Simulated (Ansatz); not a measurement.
# CH2FN (SMILES [H]/N=C/F) at CCSDTQ/STO-3G

Aim: the energy change on altering one bond length of CH2FN at CCSDTQ/STO-3G, from 2 runs. 

The results are computed with Ansatz 0.2.0.

65 further runs of the same task are left out: 65 set aside as unsound or not needed.

### 1 Starting point

CH2FN has 5 atoms, charge 0, and is taken as a singlet. SMILES: `[H]/N=C/F`. The coordinates come from a PBE0-D4/def2-TZVP relaxation.

Bond lengths: N1–C2 1.242 Å, C2–F3 1.328 Å, N1–H4 1.016 Å, C2–H5 1.092 Å. Angles: N1–C2–F3 120.0°, N1–C2–H5 129.8°, F3–C2–H5 110.2°, C2–N1–H4 110.6°.

### 2 The energy at CCSDTQ/STO-3G

Input file input.yaml:

```yaml
basis:
  gaussian:
    orbitals: STO-3G
crystal:
  periodic: [false, false, false]
  atoms:
    - {symbol: N, position_ang: [-0.719900, -0.454400, -0.439800]}
    - {symbol: C, position_ang: [0.296500, -0.034500, 0.137300]}
    - {symbol: F, position_ang: [1.242400, -0.884800, 0.520800]}
    - {symbol: H, position_ang: [-1.343900, 0.314100, -0.667300]}
    - {symbol: H, position_ang: [0.574800, 0.986000, 0.407600]}
correlation:
  method: ccsdtq
  frozen_orbitals: {C: 1, F: 1, H: 0, "N": 1}
accuracy: high
scf:
  omitted_lower_state_checks: [cluster_reference, increment]
```

Launch:

```
$ ansatz run input.yaml --threads 1 --pin off --max-ram 2610MiB --events-out events.jsonl --progress --plain --runs-dir runs
```

Log, shortened:

```text
Warning: RAYON_NUM_THREADS=1 ignored (pool sized by the plan → 1); use --threads N
Functional definition: HF
  name "HF"
[...]
298 factors; integrals over basis functions are off by at most 1.2e-8 eV
[...]
mean field -5177.95245449 eV, -190.2862429603 hartree, gradient 2.7e-8 eV, S^2 0.000000; 0 other end points of the search recorded, 0 dependent functions left out; unrestricted orbitals would lower it
3 core orbitals not correlated: weight in the atoms' cores, before any rotation towards them, 1.000 or more for the frozen orbitals, at most 0.000 for the correlated occupied ones
reference -5177.95245449 eV, -190.2862429603 hartree; 9, 9 occupied and 5, 5 virtual orbitals, 298 factors
second order -3.61427050 eV of doubles, -0.00000000 eV of singles
cycle   1  -4.09343670 eV  change   -4.8e-1 eV  update   7.9e-2
[...]
cycle  25  -4.55551353 eV  change    1.1e-9 eV  update   2.1e-9
Total energy: -5182.50796802 eV, -190.4536549947 hartree
Checks for a lower state left out: cluster_reference, increment
```

Wall time 8.1 s (1 thread of Arm Neoverse V2, shared host); peak memory 0.14 GiB.

### 3 The distorted shape, same level

Input file run.yaml:

```yaml
crystal:
  periodic: [false, false, false]
  atoms:
    - {symbol: "N", position_ang: [-0.789476, -0.709529, -0.507376]}
    - {symbol: C, position_ang: [0.226924, -0.289629, 0.069724]}
    - {symbol: F, position_ang: [1.172824, -1.139929, 0.453224]}
    - {symbol: H, position_ang: [-1.413476, 0.058971, -0.734876]}
    - {symbol: H, position_ang: [0.574800, 0.986000, 0.407600]}
basis:
  gaussian: {orbitals: STO-3G}
correlation: {method: ccsdtq, frozen_orbitals: {C: 1, F: 1, H: 0, "N": 1}}
accuracy: high
scf: {omitted_lower_state_checks: [cluster_reference, increment]}
```

Launch:

```
$ ansatz run run.yaml --threads 1 --pin off --max-ram 2610MiB --events-out events.jsonl --progress --plain --runs-dir runs
```

Log, shortened:

```text
Warning: RAYON_NUM_THREADS=1 ignored (pool sized by the plan → 1); use --threads N
[... 2 set-up lines as earlier in the session ...]
[...]
298 factors; integrals over basis functions are off by at most 4.6e-8 eV
[...]
mean field -5176.92620493 eV, -190.2485289844 hartree, gradient 2.7e-8 eV, S^2 0.000000; 0 other end points of the search recorded, 0 dependent functions left out; unrestricted orbitals would lower it
3 core orbitals not correlated: weight in the atoms' cores, before any rotation towards them, 1.000 or more for the frozen orbitals, at most 0.000 for the correlated occupied ones
reference -5176.92620493 eV, -190.2485289844 hartree; 9, 9 occupied and 5, 5 virtual orbitals, 298 factors
second order -3.89069062 eV of doubles, -0.00000000 eV of singles
cycle   1  -4.40317612 eV  change   -5.1e-1 eV  update   8.9e-2
[...]
cycle  26  -4.95883665 eV  change    1.1e-9 eV  update   1.7e-9
Total energy: -5181.88504158 eV, -190.4307628702 hartree
Checks for a lower state left out: cluster_reference, increment
```

Run time: 8.1 s. Hardware: 1 thread of Arm Neoverse V2, shared host; peak memory 0.14 GiB.

### 4 Outcome

Level: CCSDTQ/STO-3G, 3 core orbitals frozen.

| quantity | value |
| --- | --- |
| first shape: total energy | -190.45365 Eh |
| first shape: correlation energy (3 core orbitals frozen) | -167.4 mEh |
| first shape: T1 diagnostic | 0.010 |
| distorted shape: total energy | -190.43076 Eh |
| distorted shape: correlation energy (3 core orbitals frozen) | -182.2 mEh |
| distorted shape: T1 diagnostic | 0.011 |
| energy change with the C2–H5 bond stretched from 1.092 to 1.365 Å | 0.623 eV |

With the C2–H5 bond stretched from 1.092 to 1.365 Å the energy rises by 0.62 eV (60.1 kJ/mol). The first shape isn't relaxed at this level, so the change isn't measured from a minimum. The minimal basis adds a large error of its own. The restricted solution (first shape) is unstable to spin breaking: an unrestricted one lies lower. The restricted solution (distorted shape) is unstable to spin breaking: an unrestricted one lies lower.
